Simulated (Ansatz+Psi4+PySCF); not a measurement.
**singlet HCl in separate pieces: levels of theory in one basis**

```yaml
atoms:
  - { symbol: Cl, position_ang: [0.0000, 0.0000, 0.0711] }
  - { symbol: H, position_ang: [0.0000, 0.0000, -3.7688] }
```

Basis set: cc-pVTZ on H; cc-pV(T+d)Z on Cl (spherical functions). Frozen core: 5 orbitals. Charge 0, multiplicity 1.

Computed with Ansatz (development build ahead of 0.2.0); each method stands on the lowest determinant of its kind that the runs found.

| method | E − E(RHF) (eV) | <S²> of the determinant |
| --- | --- | --- |
| RHF | 0.00 | 0.00 |
| UHF | -4.99 | 1.01 |
| UHF-MP2 | -9.31 | 1.01 |
| RHF-CCSD | -9.28 | – |
| UHF-CCSD | -9.96 | 1.01 |
| RHF-CCSD(T) | -10.53 | – |
| UHF-CCSD(T) | -10.11 | 1.01 |

(1) What does RHF-MP2 give on the same scale?

(2) Is a single determinant a sound starting point here?

Answers

(1) -8.25 eV.

(2) It is doubtful. Unrestricted orbitals lower Hartree–Fock by 4.99 eV and <S²> is 1.01 where a pure state has 0.00, a sign of strong static correlation.

Caution for RHF, RHF-MP2, RHF-CCSD, RHF-CCSD(T): an unrestricted determinant lies well below. Caution for UHF, UHF-MP2, UHF-CCSD, UHF-CCSD(T): the unrestricted determinant is a mixture of spin states. Caution for RHF-MP2: large amplitudes, a single reference is doubtful. Caution for UHF-MP2, UHF-CCSD, UHF-CCSD(T): a plain start can end on a higher determinant. Caution for RHF-CCSD, RHF-CCSD(T): very large amplitudes, the method is breaking down; the amplitudes may be one of several solutions.
